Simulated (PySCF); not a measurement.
## NH: frontier orbitals

MN15 at R = 1.052 Å; PySCF, no relativity, basis sets H cc-pVDZ, N cc-pVDZ. State: ³Σ⁻ (triplet), unpaired electrons π ↑↑. Only the outer orbitals are listed, counted within each symmetry.

```csv
spin,orbital,occ.,ε (eV),on H (%),main shells (%)
α,2σ,1,-23.58,19,"78 N s, 17 H s"
α,3σ,1,-11.94,20,"64 N p, 20 H s, 15 N s"
α,1π,1,-9.71,1,99 N p
α,1π,1,-9.71,1,99 N p
α,4σ,0,3.44,101,100 H s
α,5σ,0,16.10,79,"74 H s, 12 N p, 8 N d"
α,2π,0,19.27,0,100 N p
β,2σ,1,-20.46,25,"70 N s, 24 H s"
β,3σ,1,-10.28,23,"55 N p, 23 H s, 22 N s"
β,1π,0,-1.23,2,98 N p
β,1π,0,-1.23,2,98 N p
β,4σ,0,3.27,91,"92 H s, 15 N p"
```

Which are the highest filled and the lowest empty level, where do they sit, and how wide is the gap?

Highest filled α 1π at -9.71 eV (in %: 99 N p); lowest empty β 1π at -1.23 eV (in %: 98 N p); the gap at MN15 is 8.48 eV. Both belong to one degenerate shell, split only by its one-sided filling, so this is no excitation gap.

```
bond order (Mayer)                             : 0.99
⟨S²⟩                                           : 2.006
charge on H (Mulliken, basis-dependent)        : 0.11
charge on H (Löwdin, basis-dependent)          : 0.17
dipole moment (positive dipole means H(−)N(+)) : -1.52 D
```

Shares are Mulliken populations and can fall outside 0 to 100 %.

The state was picked by a PBE0 search and need not be the measured ground state.
